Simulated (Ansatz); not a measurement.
Total energies of CH7AlSi (`C[SiH2][AlH2]`).

| atom | x (Å) | y (Å) | z (Å) |
| --- | --- | --- | --- |
| C1 | -0.7335 | 1.3426 | 0.4886 |
| Si2 | -0.5477 | -0.5254 | 0.2831 |
| Al3 | 1.5116 | -1.1389 | -0.9193 |
| H4 | -1.6566 | 1.5762 | 1.0236 |
| H5 | -0.7690 | 1.8428 | -0.4817 |
| H6 | 0.1013 | 1.7602 | 1.0558 |
| H7 | -1.7461 | -1.0474 | -0.4408 |
| H8 | -0.5681 | -1.1587 | 1.6363 |
| H9 | 2.8754 | -1.3943 | -0.1393 |
| H10 | 1.5327 | -1.2571 | -2.5064 |

Charge 0, multiplicity 1. All single points use the PBE0-D4/def2-TZVP geometry. Basis def2-TZVPP, Ansatz.

RPA on PBE orbitals: Hartree–Fock energy of these orbitals -572.76993 Eh, correlation -0.75787 Eh (frozen core).

```tsv
functional	energy without D4 (Eh)	D4 term (kJ/mol)
LDA (SPW92)	-571.59827	–
PBE	-573.88939	-16.5
revPBE	-574.12270	-47.0
BLYP	-574.21294	-35.7
r2SCAN	-574.16330	-4.0
B97M-V	-574.12359	–
PBE0	-573.95579	-14.1
B3LYP	-574.30360	-26.7
r2SCANh	-574.15914	-4.3
r2SCAN0	-574.15361	-4.8
HSE06 (plane-wave form)	-573.93968	-13.2
BHLYP	-574.22312	-21.9
CAM-B3LYP	-574.23150	-14.4
LC-ωPBE	-574.05301	–
ωB97X-V	-574.15206	–
ωB97M-V	-574.16514	–
B2PLYP	-573.96338	–
PBE-QIDH	-573.77615	–
```

B3LYP takes the VWN-RPA correlation (the form of Gaussian; ORCA's B3LYP/G). HSE06 is the plane-wave form, built on full-range PBE exchange. The double hybrids freeze the cores in their second-order part.

LC-ωPBE has ω = 0.4 bohr⁻¹.
